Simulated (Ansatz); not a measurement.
# CH10Si2: the cost of one run

All numbers below are computed with Ansatz 0.2.0 (RKS PBE0/def2-SVP).

## Step 1: Starting point

Bond lengths: Si1–C2 2.220 Å, C2–H3 1.110 Å, C2–H4 1.110 Å, C2–H5 1.110 Å, Si1–H6 1.460 Å, Si1–H7 1.459 Å, Si1–H8 1.459 Å, Si1–Si9 2.520 Å, Si9–H10 1.460 Å, Si9–H11 1.460 Å, Si9–H12 1.460 Å, Si9–H13 1.629 Å. Angles (14 of 26 angles, heavy atoms first): C2–Si1–Si9 71.6°, Si1–C2–H3 109.5°, Si1–C2–H4 109.5°, Si1–C2–H5 109.5°, C2–Si1–H6 109.5°, C2–Si1–H7 109.5°, C2–Si1–H8 109.5°, H6–Si1–Si9 170.0°, H7–Si1–Si9 61.6°, H8–Si1–Si9 78.8°, Si1–Si9–H10 109.5°, Si1–Si9–H11 109.5°, Si1–Si9–H12 109.5°, Si1–Si9–H13 65.2°.

As a file:

```xyz
13

Si    0.0000    0.0000    0.0000
C     0.0000    0.0000    2.2200
H    -0.9996   -0.3092    2.5905
H     0.7676   -0.7111    2.5905
H     0.2320    1.0203    2.5905
H     1.3768    0.0000   -0.4862
H    -0.6877    1.1914   -0.4862
H    -0.6877   -1.1914   -0.4862
Si   -2.3517    0.4343    0.7946
H    -3.2865   -0.3701    0.0131
H    -2.4635    0.0756    2.2054
H    -2.6695    1.8493    0.6263
H    -1.2552    0.2318    1.9827
```

## Step 2: Pulling towards end A

Springs on the bonds that form and break draw the guess towards this end; the thresholds are loose.

input.yaml

```yaml
crystal:
  periodic: [false, false, false]
  atoms:
    - { symbol: Si, position_ang: [0.0, 0.0, 0.0] }
    - { symbol: C, position_ang: [0.0, 0.0, 2.22] }
    - { symbol: H, position_ang: [-0.9996, -0.3092, 2.5905] }
    - { symbol: H, position_ang: [0.7676, -0.7111, 2.5905] }
    - { symbol: H, position_ang: [0.232, 1.0203, 2.5905] }
    - { symbol: H, position_ang: [1.3768, 0.0, -0.4862] }
    - { symbol: H, position_ang: [-0.6877, 1.1914, -0.4862] }
    - { symbol: H, position_ang: [-0.6877, -1.1914, -0.4862] }
    - { symbol: Si, position_ang: [-2.3517, 0.4343, 0.7946] }
    - { symbol: H, position_ang: [-3.2865, -0.3701, 0.0131] }
    - { symbol: H, position_ang: [-2.4635, 0.0756, 2.2054] }
    - { symbol: H, position_ang: [-2.6695, 1.8493, 0.6263] }
    - { symbol: H, position_ang: [-1.2552, 0.2318, 1.9827] }
basis:
  gaussian: { orbitals: def2-SVP }
hamiltonian:
  xc: pbe0
relax:
  f_tol: 0.15
  max_steps: 25
  restrain:
    - { distance: [0, 8], at: 3.42, k: 30.0 }
    - { distance: [12, 1], at: 2.31, k: 30.0 }
    - { distance: [0, 1], at: 1.87, k: 30.0 }
    - { distance: [12, 8], at: 1.46, k: 30.0 }
```

Launch:

```console
> ansatz run input.yaml --threads 2 --pin off --max-ram 3072MiB --backend cpu --events-out ev --progress --plain --runs-dir out
```

What time and memory should one allow on 2 threads of Arm Neoverse V2, shared host?

About 23 s, with a peak of 0.2 GiB.
